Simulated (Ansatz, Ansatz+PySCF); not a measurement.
```csv
atom,x (Å),y (Å),z (Å)
C,0.4910,0.0000,0.0000
H,1.1116,0.6461,0.6461
H,1.1116,-0.6461,-0.6461
F,-0.2872,0.7749,-0.7749
F,-0.2872,-0.7749,0.7749
```

RHF on singlet CH2F2 was run in several spherical basis sets with Ansatz (development build ahead of 0.2.0).

Q: Rank the basis sets by the total energy that they give, lowest first, with the distance from the lowest.
A. def2-SVP
B. def2-TZVP
C. cc-pVDZ

A: B (0.00 eV), C (2.62 eV), A (8.08 eV).

Totals follow the description of the cores as much as that of the bonds, so this order isn't one of quality for chemistry.
